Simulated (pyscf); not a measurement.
Optimised with ωB97X-D3(BJ)/def2-SVP in PySCF.

Q: How much does it cost (ΔH, 298 K, ωB97M-D3(BJ)/def2-TZVP) to split HO–Si(F)(SiH₃)–SiH₃ at its O–Si bond into OH• + F–Si•(SiH₃)–SiH₃?

A: O–Si to OH• + F–Si•(SiH₃)–SiH₃: 516.8 kJ/mol. The 7 functionals that were run give +495.7 (r²SCAN) to +522.2 kJ/mol (M06-2X). Other isomers of F–Si•(SiH₃)–SiH₃ were not searched in full and may lie lower. Left out: the spin-orbit lowering of OH.
